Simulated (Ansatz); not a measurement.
Cartesian coordinates (Å):
```xyz
7

C     -0.5939     0.0235     0.0099
N      0.8095    -0.0014    -0.0282
H     -0.9336    -0.3801     0.9817
H     -0.9858    -0.7036    -0.7252
H     -0.9849     1.0209    -0.1672
H      1.3634     0.8361    -0.2038
H      1.3245    -0.8690     0.1204
```
Charge +1, spin multiplicity 2.

All values below come from Ansatz (a first-principles code) with frozen-core CCSD(T)/cc-pVTZ // PBE0-D4/def2-TZVP.

- HF energy: -94.97142 Ha
- MP2 correlation energy: -0.35146 Ha

Q: Estimate the CCSD correlation energy, the (T) correction, the total energy and the T1 diagnostic.

A: 
```
Item                           Result
-----------------------  ------------
CCSD correlation energy   -0.38365 Ha
(T) correction            -0.01238 Ha
CCSD(T) total energy     -95.36745 Ha
T1 diagnostic                   0.020
```
